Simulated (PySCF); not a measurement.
# F3N (Nitrogen trifluoride): the cost of one run

Programs: PySCF 2.14.0, with density-fitted response routines of our own. Each step states its level of theory. These are calculated values for one molecule in the gas phase, unless marked as measured. Atoms count from 0, in the outputs and in this text.

**1. The molecule as given**

4 atoms, charge 0, multiplicity 1; geometry from: GFN2-xTB. The atoms were then displaced at random by about 0.01 Å, so the start is not that level's minimum.

Bonds of the start (Å): F0–N1 1.33, N1–F2 1.37, N1–F3 1.39.

**2. Relaxing the molecule at PBE0-D3(BJ)/def2-SVP**

The job: settings as JSON, then the geometry in Å.

```
{"job": {"xc": "PBE0", "basis": "def2-SVP", "d3": "d3bj", "grid": 1, "shake": 0.01, "kind": "geom"}, "charge": 0, "multiplicity": 1}
F     -0.518390     1.079550    -0.149290
N     -0.004400    -0.002390     0.425450
F     -0.702660    -1.022760    -0.158600
F      1.263440    -0.079770    -0.150570
```

Started as:

```console
$ OMP_NUM_THREADS=1 python probes_run.py task.json out
```

One launch serves the whole session: the jobs run in the order shown.

Q: Estimate the wall time and peak memory of this first job on 1 thread of Arm Neoverse V1, shared host.

About 5.1 s, with a peak of 0.27 GiB.
